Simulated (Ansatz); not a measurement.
# BClH2O: the cost of one run

Method: UKS LDA/def2-SVP, in Ansatz 0.2.0.

### 1 The starting structure

Bond lengths: B1–Cl2 2.170 Å, B1–O3 1.264 Å, B1–H5 1.152 Å. Angles: Cl2–B1–O3 96.1°, Cl2–B1–H5 120.7°, O3–B1–H5 143.3°.

As a file:

```xyz
5

B    -0.2856    0.0960   -0.5367
Cl    0.9853    0.9181    1.0179
O    -0.4262   -1.0427   -0.0059
H     0.3063   -0.7023    0.9761
H    -0.5798    0.7309   -1.4514
```

### 2 Run 1

150 steps of 0.5 fs at constant energy, with velocities drawn for 100 K.

input.yaml reads:

```yaml
crystal:
  periodic: [false, false, false]
  atoms:
    - { symbol: B, position_ang: [-0.2856, 0.096, -0.5367] }
    - { symbol: Cl, position_ang: [0.9853, 0.9181, 1.0179] }
    - { symbol: O, position_ang: [-0.4262, -1.0427, -0.0059] }
    - { symbol: H, position_ang: [0.3063, -0.7023, 0.9761] }
    - { symbol: H, position_ang: [-0.5798, 0.7309, -1.4514] }
magnetization:
  spin_polarized: true
basis:
  gaussian: { orbitals: def2-SVP }
hamiltonian:
  xc: lda
md:
  timestep: 0.5
  n_steps: 150
  ensemble: nve
  temperature: 100.0
  initial_velocities: maxwell_boltzmann
  seed: 975001
```

Run with:

```
ansatz run input.yaml --threads 1 --pin off --max-ram 2048MiB --backend cpu --events-out ev --progress --plain --runs-dir out
```

What time and memory should one allow on 1 thread of Arm Neoverse N1, shared host?

About 3.1 min, with a peak of 0.1 GiB.
